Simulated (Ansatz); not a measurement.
Ansatz (a program for electronic structure) input (BLYP/def2-TZVPD):

Ansatz 0.2 input:
```yaml
crystal:
  periodic: [false, false, false]
  atoms:
    - {symbol: N, position_ang: [-0.00000000, -0.00000000, -0.55206952]}
    - {symbol: N, position_ang: [0.00000000, 0.00000000, 0.55206952]}
basis:
  gaussian:
    orbitals: def2-TZVPD
hamiltonian:
  xc: {name: BLYP}
total_charge: 1
magnetization: {spin_polarized: true, initial_magnetization: 1}
output: {forces: true}
```

Output:

```
Functional definition: BLYP
integrals: 0.01 GiB planned
358 factors; their error is unknown
mean field: 0.14 GiB planned
mean field evaluation 1: about -2962.3505 eV, gradient 3.2e1 eV
mean field evaluation 2: about -2963.9104 eV, gradient 2.4e1 eV
mean field evaluation 4: about -2965.9819 eV, gradient 4.9e-2 eV
mean field evaluation 8: about -2965.9814 eV, gradient 1.2e-2 eV
mean field evaluation 16: about -2965.7772 eV, gradient 2.5e0 eV
mean field -2965.98136957 eV, -108.9978049174 hartree, gradient 3.8e-5 eV, S^2 0.752311; 1 other end points of the search recorded, 0 dependent functions left out
the calculation of the forces begins
reference -2965.98153122 eV, -108.9978108577 hartree; 7, 6 occupied and 67, 68 virtual orbitals, 358 factors
Total energy: -2965.98153122 eV, -108.9978108577 hartree
Atom 0 at    -0.000000    -0.000000    -0.552070 Å, force    -0.000000    -0.000000    -1.547881 eV/Å
Atom 1 at     0.000000     0.000000     0.552070 Å, force     0.000000     0.000000     1.547881 eV/Å
Dipole moment:     0.000000    -0.000000    -0.000000 e Å
```
